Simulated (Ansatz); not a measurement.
The input, for Ansatz 0.2.0:

```yaml
crystal:
  periodic: [false, false, false]
  atoms:
    - {symbol: Si, position_ang: [0.000000, 0.000000, -2.755645]}
    - {symbol: Al, position_ang: [0.000000, 0.000000, -0.422178]}
    - {symbol: H, position_ang: [0.000000, 0.000000, 3.177822]}
basis:
  gaussian: {orbitals: 6-31G}
magnetization: {spin_polarized: false, initial_magnetization: 2}
correlation: {method: fic_nevpt4_sd, electrons: all, active_space: {window: {electrons: 4, orbitals: 3}, states: [{multiplicity: 3, weights: [1, 0.5]}], root: 1}}
```

```sh
$ ansatz run in.yaml --threads 1 --pin off --events-out ev --progress --plain --max-ram 2393MiB
```

Q: Roughly how long does this take on 1 thread of Arm Neoverse V1, shared host, and how much host memory?

A: 3.6 s wall and 0.1 GiB.

```
538 factors; integrals over basis functions are off by at most 9.8e-8 eV
mean field evaluation 1: about -14450.2162 eV, gradient 1.3e1 eV
mean field evaluation 2: about -14450.2180 eV, gradient 1.3e1 eV
mean field evaluation 4: about -14451.7914 eV, gradient 7.7e0 eV
mean field evaluation 8: about -14452.5841 eV, gradient 1.2e-1 eV
mean field evaluation 16: about -14450.1578 eV, gradient 3.5e-1 eV
mean field evaluation 32: about -14453.4923 eV, gradient 7.5e-6 eV
mean field evaluation 64: about -14453.7946 eV, gradient 4.0e-5 eV
mean field evaluation 96: about -14449.1747 eV, gradient 5.9e0 eV
mean field evaluation 128: about -14453.7954 eV, gradient 1.2e-1 eV
mean field evaluation 160: about -14453.7937 eV, gradient 1.3e-1 eV
mean field evaluation 192: about -14449.6593 eV, gradient 4.3e0 eV
mean field evaluation 224: about -14453.4737 eV, gradient 1.0e0 eV
mean field evaluation 256: about -14450.9891 eV, gradient 6.3e0 eV
mean field -14453.79640689 eV, -531.1672208183 hartree, gradient 3.3e-6 eV, S^2 2.000000; 17 other end points of the search recorded, 0 dependent functions left out
reference -14453.79456747 eV, -531.1671532207 hartree; 15, 13 occupied and 13, 15 virtual orbitals, 538 factors
state -14453.76725338 eV, -531.1661494462 hartree
state -14453.60401532 eV, -531.1601505582 hartree
state -14453.76725338 eV, -531.1661494462 hartree; corrected -14455.89845013 eV, -531.2444694825 hartree
state -14453.60401532 eV, -531.1601505582 hartree; corrected -14456.21634155 eV, -531.2561517767 hartree
state -14452.40407984 eV, -531.1160537429 hartree
state -14451.00345212 eV, -531.0645816234 hartree
state -14452.40407984 eV, -531.1160537429 hartree; corrected -14456.47535736 eV, -531.2656704319 hartree
state -14451.00345212 eV, -531.0645816234 hartree; corrected -14457.24863930 eV, -531.2940880190 hartree
state -14452.40407984 eV, -531.1160537429 hartree; corrected -14456.47535736 eV, -531.2656704319 hartree
state -14451.00345212 eV, -531.0645816234 hartree; corrected -14457.24863930 eV, -531.2940880190 hartree
the orbitals are reached from a further start. From the first start the search ends at -14453.71283308 eV, -531.1641495373 hartree
WARN: the results are in doubt because another end's mean lies 1.776 eV lower, and its corrected mean 0.729 eV higher
Total energy: -14457.24863930 eV, -531.2940880190 hartree
In doubt: another end's mean lies 1.776 eV lower, and its corrected mean 0.729 eV higher
```

Natural occupations, averaged over the states: 1.6667 1.3333 1.0000.
